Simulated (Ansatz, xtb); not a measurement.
Two isomers of H2NOSi−

Structure a: `[H]/N=[SiH]/[O-]`, a singlet. Structure b: `[H]/N=[SiH]\[O-]`, a singlet. Both are isolated ions in the gas phase, relaxed with PBE0-D3(BJ)/def2-SVPD.

a (Å):

```tsv
atom	x (Å)	y (Å)	z (Å)
N	-1.5270	-0.9004	0.1334
O	0.9317	0.4962	0.9398
Si	0.0772	-0.5477	0.1423
H	0.9241	-1.3896	-0.8049
H	-1.7260	-1.6543	-0.5253
```

b (Å):

```yaml
atoms:
  - { symbol: N, position_ang: [-1.0057, -0.9438, 1.1581] }
  - { symbol: O, position_ang: [1.4793, -1.1491, 2.8378] }
  - { symbol: Si, position_ang: [0.5409, -1.2891, 1.5844] }
  - { symbol: H, position_ang: [-1.5841, -0.5065, 1.8755] }
  - { symbol: H, position_ang: [1.2142, -1.9237, 0.3917] }
```

Question: Estimate which is lower in electronic energy at CCSD(T)/def2-TZVPPD, and by roughly how much.

Answer: The CCSD(T)/def2-TZVPPD calculation puts structure b lower, by 2.7 kcal/mol.

How the difference moves with the method:

| level | geometry | E(b) − E(a) (kcal/mol) | departure from the last row (kcal/mol) | job, with rough time for the two |
| --- | --- | --- | --- | --- |
| GFN2-xTB | GFN2-xTB | −0.1 | +2.6 | optimisation, 1.1 s |
| HF/STO-3G | GFN2-xTB | −3.3 | −0.5 | single point, 1.7 s |
| r2SCAN-D4/def2-SVPD | GFN2-xTB | −3.4 | −0.7 | single point, 10 s |
| PBE0-D3(BJ)/def2-SVPD | PBE0-D3(BJ)/def2-SVPD | −2.8 | −0.1 | optimisation, 78 s |
| HF/def2-TZVPPD | PBE0-D3(BJ)/def2-SVPD | −2.4 | +0.4 | part of the CCSD(T) run |
| MP2/def2-TZVPPD | PBE0-D3(BJ)/def2-SVPD | −2.8 | −0.1 | part of the CCSD(T) run |
| CCSD(T)/def2-TZVPPD | PBE0-D3(BJ)/def2-SVPD | −2.7 |  | single point, 96 s |

As drawn, both hold the same kinds of bond in the same numbers.

GFN2-xTB finds them nearly level. The largest departure from CCSD(T)/def2-TZVPPD is that of GFN2-xTB, 2.6 kcal/mol.

With harmonic frequencies from PBE0-D3(BJ)/def2-SVPD (ideal gas, rigid rotor, one conformer each, 298.15 K, 1 atm): the zero-point term adds +0.3 kcal/mol; ΔH is −2.5 and ΔG −2.4 kcal/mol.

The correlated steps freeze 7 core orbitals. Run with Ansatz 0.2.0, xtb 6.7.1; the last row on 2 threads of Intel(R) Xeon(R) Processor @ 2.50GHz (Skylake/Cascade Lake) on a shared host.
